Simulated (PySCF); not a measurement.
Compound: C3H4F2O (charge +1 and doublet state).
Structure used (GFN2-xTB), in Å, numbered top down from 1:
```xyz
10
C3H4F2O angstrom
C      1.893   -0.586   -0.281
C      0.718    0.134   -0.288
O     -0.415   -0.466   -0.063
C     -1.654    0.191   -0.081
F     -2.072    0.324    1.166
F     -1.549    1.391   -0.633
H      1.887   -1.671   -0.314
H      2.850   -0.082   -0.244
H      0.720    1.212   -0.488
H     -2.370   -0.441   -0.651
```

The hyperfine couplings belong to this conformer and change with its torsions.

As a line formula: `[CH2][CH+]OC(F)F` [radical] (charge +1).

Computed with UKS B3LYP, pcH-1 on C F H O, non-relativistic, mean-field spin-orbit, GIAO in PySCF 2.14.0. The structure is a single GFN2-xTB conformer in the gas phase; no vibrational or solvent corrections. A GFN2-xTB geometry isn't a minimum of the functional, and hyperfine couplings can be far from their values at a DFT geometry, by a factor of two or more for some ions and for spin on atoms past the first row. The frame is twisted about the C1–C2 bond at this geometry (dihedral H7–C1–C2–O3 = 14°); couplings at other torsion angles weren't computed. The SCF solution wasn't tested for stability.

(1) The isotropic 13C couplings are +48.5, -14.0, -6.6 MHz. Assign them to C1; C2; C4.

(2) The isotropic 1H couplings are -43.4, -40.3, +28.1, -7.5 MHz. Assign them to H7; H8; H9; H10.

## Answers

(1) 
```json
{"site": "C1", "a_iso (MHz)": "+48.5", "ρ(0) (bohr⁻³)": "+0.0431", "position": "largest spin population", "distance from C1 (Å)": "0.00", "spin population": "+0.67", "largest |T| (MHz)": "107.7"}
{"site": "C2", "a_iso (MHz)": "-14.0", "ρ(0) (bohr⁻³)": "-0.0125", "position": "1 bond from C1", "distance from C1 (Å)": "1.38", "spin population": "+0.16", "largest |T| (MHz)": "31.0"}
{"site": "C4", "a_iso (MHz)": "-6.6", "ρ(0) (bohr⁻³)": "-0.0059", "position": "3 bonds from C1", "distance from C1 (Å)": "3.64", "spin population": "-0.01", "largest |T| (MHz)": "2.5"}
```

(2) 
| site | a_iso (MHz) | ρ(0) (bohr⁻³) | position | distance from C1 (Å) | bound to | spin population there | largest \|T\| (MHz) |
| --- | --- | --- | --- | --- | --- | --- | --- |
| H7 | -40.3 | -0.0090 | α, 1 bond from C1 | 1.08 | C1 | +0.67 | 28.9 |
| H8 | -43.4 | -0.0097 | α, 1 bond from C1 | 1.08 | C1 | +0.67 | 29.9 |
| H9 | -7.5 | -0.0017 | β, 2 bonds from C1, on C2 of spin population +0.16 | 2.16 | C2 | +0.16 | 15.0 |
| H10 | +28.1 | +0.0063 | 4 bonds from C1 | 4.28 | C4 | -0.01 | 4.7 |

ρ(0) is the spin density at the nucleus and T the dipolar tensor; entries for several nuclei are means. The largest Mulliken spin populations are on C1 (+0.67), O3 (+0.21) and C2 (+0.16). Three atoms exceed +0.15. The angles at C1 add up to 360.0°, so it is planar; its axial dipolar tensor and the negative couplings of its protons fit spin in a p orbital normal to that plane.

Class means assume fast exchange of nuclei equivalent by connectivity; if that motion is slow, each nucleus keeps its own coupling. H7 and H8 aren't averaged: C1 is flat or nearly so (angle sum 360°), and its turn about the short C1–C2 bond (1.38 Å) is taken as slow. The 19F value of +7.8 MHz is a mean of couplings from -2.9 to 18.4 MHz in this one geometry, not an average over conformers.
